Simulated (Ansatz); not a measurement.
The input, for Ansatz 0.2.0:

```yaml
crystal:
  periodic: [false, false, false]
  atoms:
    - {symbol: H, position_ang: [-2.723832, 0.054876, 0.000000]}
    - {symbol: H, position_ang: [-1.521832, 0.054876, 0.000000]}
    - {symbol: Si, position_ang: [0.101168, 0.054876, 0.000000]}
    - {symbol: H, position_ang: [0.713348, -0.819409, 1.090012]}
    - {symbol: H, position_ang: [0.713348, -0.819409, -1.090012]}
basis:
  gaussian: {orbitals: "6-31G*", fitting: {mean_field: def2-universal-jkfit}}
magnetization: {spin_polarized: true, initial_magnetization: 0}
correlation: {method: ccsd, electrons: outside_noble_gas}
scf: {lower_state_search: off}
output: {forces: true}
```

```sh
$ ansatz run in.yaml --threads 1 --pin off --events-out ev --progress --plain --max-ram 2393MiB
```

Log:

```
these checks for a lower state are left out or cut short: starts, cluster_reference, orbital_swaps, neighbouring_geometries, increment
200 factors; integrals over basis functions are off by at most 1.0e-1 eV
mean field evaluation 1: about -7919.0832 eV, gradient 5.7e0 eV
mean field evaluation 2: about -7919.4569 eV, gradient 1.6e0 eV
mean field evaluation 4: about -7919.4915 eV, gradient 8.3e-2 eV
mean field evaluation 8: about -7919.7655 eV, gradient 1.8e0 eV
mean field -7920.65595900 eV, -291.0787376799 hartree, gradient 1.7e-6 eV, S^2 0.898960; 1 other end points of the search recorded, 0 dependent functions left out
5 core orbitals not correlated: weight in the atoms' cores, before any rotation towards them, 1.000 or more for the frozen orbitals, at most 0.000 for the correlated occupied ones
reference -7920.65595900 eV, -291.0787376799 hartree; 4, 4 occupied and 18, 18 virtual orbitals, 200 factors
second order -1.98791401 eV of doubles, -0.00000000 eV of singles
cycle   1  -2.45167834 eV  change   -4.6e-1 eV  update   6.3e-2
cycle   2  -2.70509464 eV  change   -2.5e-1 eV  update   3.2e-2
cycle   3  -2.73479666 eV  change   -3.0e-2 eV  update   1.7e-2
cycle   4  -2.75356400 eV  change   -1.9e-2 eV  update   1.2e-2
cycle   5  -2.76855893 eV  change   -1.5e-2 eV  update   9.6e-3
cycle   6  -2.78230216 eV  change   -1.4e-2 eV  update   7.8e-3
cycle   7  -2.80319470 eV  change   -2.1e-2 eV  update   5.9e-3
cycle   8  -2.80937272 eV  change   -6.2e-3 eV  update   3.2e-3
cycle   9  -2.81275604 eV  change   -3.4e-3 eV  update   1.6e-3
cycle  10  -2.81524260 eV  change   -2.5e-3 eV  update   8.2e-4
cycle  11  -2.81581298 eV  change   -5.7e-4 eV  update   4.0e-4
cycle  12  -2.81565964 eV  change    1.5e-4 eV  update   1.5e-4
cycle  13  -2.81571262 eV  change   -5.3e-5 eV  update   5.4e-5
cycle  14  -2.81575038 eV  change   -3.8e-5 eV  update   2.6e-5
cycle  15  -2.81575250 eV  change   -2.1e-6 eV  update   1.1e-5
cycle  16  -2.81574365 eV  change    8.8e-6 eV  update   5.6e-6
cycle  17  -2.81574077 eV  change    2.9e-6 eV  update   2.3e-6
the calculation of the forces begins
Total energy: -7923.47169977 eV, -291.1822142446 hartree
Atom 0 at    -2.723832     0.054876     0.000000 Å, force     0.919529    -0.316125    -0.000000 eV/Å
Atom 1 at    -1.521832     0.054876     0.000000 Å, force    -1.155844     0.372601    -0.000000 eV/Å
Atom 2 at     0.101168     0.054876     0.000000 Å, force     1.016681    -0.699979    -0.000000 eV/Å
Atom 3 at     0.713348    -0.819409     1.090012 Å, force    -0.390183     0.321751     0.189229 eV/Å
Atom 4 at     0.713348    -0.819409    -1.090012 Å, force    -0.390183     0.321751    -0.189229 eV/Å
Dipole moment:     0.030931     0.038944    -0.000000 e Å
Checks for a lower state left out: starts, cluster_reference, orbital_swaps, neighbouring_geometries, increment
```

Forces (eV/Å):
```
H    0.920 -0.316  0.000
H   -1.156  0.373  0.000
Si   1.017 -0.700  0.000
H   -0.390  0.322  0.189
H   -0.390  0.322 -0.189
```

Ran on 1 thread of Intel Xeon 6975P-C, shared host: 0.33 s wall, 0.14 GiB peak host memory.
